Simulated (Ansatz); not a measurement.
Cost and result for the atomization energy of C₃H₆OS₂ (`COC(=S)SC`) (12 atoms, 11 bonds).

```xyz
12

C     0.758    1.510    1.522
O    -0.397    0.681    1.569
C    -0.681   -0.151    0.572
S    -2.007   -1.094    0.643
S     0.469   -0.117   -0.750
C    -0.225   -1.327   -1.865
H     0.744    2.078    2.449
H     1.669    0.909    1.470
H     0.714    2.193    0.670
H     0.450   -1.355   -2.722
H    -0.270   -2.302   -1.382
H    -1.224   -1.027   -2.173
```

Charge 0, multiplicity 1. Geometry: relaxed with PBE0-D4/def2-TZVP. Program: Ansatz. All runs use 2 threads of an AMD EPYC 7R13 on a shared host and a share of an NVIDIA H100 80 GB. Times are those of one run each, without the atoms' runs, and a repeat can differ threefold. Electronic energies, without spin–orbit coupling; frozen cores. CCSD(T)/CBS adds CCSD(T) − MP2 in def2-TZVPP to the MP2 limit, and its time is that of the two runs behind it. T1 = 0.016. B3LYP takes the VWN-RPA correlation (the form of Gaussian; ORCA's B3LYP/G).

CCSD(T)/CBS is a level of theory with its own doubt, some kJ/mol a heavy atom from the limit and from the frozen cores, so smaller differences don't rank the functionals.

| level | functions | wall time | atomization (kJ/mol) | difference from CCSD(T)/CBS | per bond |
| --- | --- | --- | --- | --- | --- |
| PBE-D4/def2-TZVPP (with forces) | 292 | 4.9 s | 4702.4 | 172.9 | 15.7 |
| PBE0-D4/def2-TZVPP | 292 | 5.5 s | 4579.6 | 50.1 | 4.6 |
| r2SCAN-D4/def2-TZVPP (with forces) | 292 | 6 s | 4578.0 | 48.5 | 4.4 |
| B2PLYP/def2-TZVPP | 292 | 6.5 s | 4479.4 | -50.1 | -4.6 |
| B3LYP-D4/def2-TZVPP (with forces) | 292 | 7 s | 4533.2 | 3.7 | 0.3 |
| MP2/def2-QZVPP | 548 | 7.5 s | 4583.6 | 54.1 | 4.9 |
| ωB97X-V/def2-TZVPP | 292 | 8 s | 4547.7 | 18.2 | 1.7 |
| ωB97M-V/def2-TZVPP (with forces) | 292 | 10 s | 4559.0 | 29.5 | 2.7 |
| CCSD(T)/def2-TZVPP | 292 | 10 s | 4397.2 | -132.3 | -12.0 |
| CCSD(T)/CBS(def2) | – | 18 s | 4529.5 | 0.0 | 0.0 |

In def2-TZVPP, CCSD(T) changes the Hartree–Fock value by +1259.3 kJ/mol (the triples alone add +98.7 kJ/mol) and MP2 by +1368.0 kJ/mol; breaking electron pairs costs correlation energy, which Hartree–Fock lacks. The D4 term adds +50.9 kJ/mol with B3LYP and +26.6 kJ/mol with PBE0; it sums over pairs of atoms, weighted by their polarisabilities, and B3LYP, whose exchange is more repulsive, gets the larger term. From PBE to PBE0 (25 % exact exchange), in def2-TZVPP and without D4, the atomization energy moves by −117.9 kJ/mol: exact exchange takes away binding that semilocal exchange gives to molecules.
